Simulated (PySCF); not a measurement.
# SN−: from the state search to spectroscopic constants

What are the lowest state that PBE0 finds, the bond length, vibrational wavenumber and bond energy of SN−, and how much do these hang on the method?

The runs use PySCF 2.14.0; S aug-pcseg-1, N aug-pcseg-1, no relativity.

1 further run of the same task is left out (set aside as unsound or not needed).

## 1. Input

A driver script around PySCF takes these settings:

- atoms: S, N
- charge: -1
- basis: S aug-pcseg-1, N aug-pcseg-1
- Hamiltonian: no relativity
- basis functions: 50
- electrons treated: 24
- masses in u: 31.9721, 14.0031
- levels: PBE0, PBE, r²SCAN, B2PLYP, r²SCANh, B97-3, LC-ωPBE, HF, MP2, SCS-MP2, CCSD, CCSD(T)
- grid: 80 radial by 434 angular points
- occupations: held fixed by the projection of orbital angular momentum
- dissociation limit: S− + N, each in its ground configuration
- starting distance in angstrom: 1.740
- values of 2S to try: 0, 2, 4

The runs that follow: PBE0 along the bond; Excited determinants; PBE (GGA); r²SCAN; B2PLYP (double hybrid); r²SCANh (hybrid meta-GGA); B97-3 (global hybrid GGA); LC-ωPBE; ROHF (mean field); Correlated methods on the Hartree–Fock reference.

What does the calculation give? Wanted: for each run, Re; ωe; De; μ.

The runs gave:

Lowest PBE0 solution found, without spin–orbit coupling: ³Σ⁻ (triplet), unpaired electrons π ↑↑. State 2 has its PBE0 minimum 0.33 eV higher, as a spin-mixed determinant (⟨S²⟩ = 1.01), so this is no gap between pure states. The other levels ran on the lowest alone.

```csv
level,Re (Å),ωe (cm⁻¹),De (eV),μ (D)
ROHF,1.648,822,1.08,-0.10
ROHF-MP2,1.564,1005,3.41,n/a
ROHF-SCS-MP2,1.574,960,3.26,n/a
ROHF-CCSD,1.627,891,3.13,n/a
ROHF-CCSD(T),1.630,880,3.35,n/a
PBE,1.620,902,4.53,-1.15
r²SCAN,1.613,918,4.04,-1.09
r²SCANh,1.609,931,3.89,-1.09
PBE0,1.605,945,4.01,-1.14
B97-3,1.612,930,3.97,-1.14
LC-ωPBE,1.589,1001,3.85,-1.34
B2PLYP,1.615,920,3.81,-0.99
```

De is counted to S− + N in their ground configurations. A positive dipole points from S to N; in an ion it is taken about the centre of mass and does not tell which atom is negative.

The methods spread over 0.084 Å in bond length, from ROHF-MP2 to ROHF. Of the levels with a De here, ROHF gives the least (1.08 eV) and PBE the most (4.53 eV).

Correlated steps freeze 6 core orbitals. B2PLYP dipoles, levels and charges come from its SCF part alone. T1 is 0.057 near the minimum (highest on the curve 0.071), which may point to more than one leading configuration. With some functionals the highest level of the anion is positive, from self-interaction error or because the anion is truly unbound there; the finite basis then holds the extra electron, and no neutral molecule was run to test the binding.
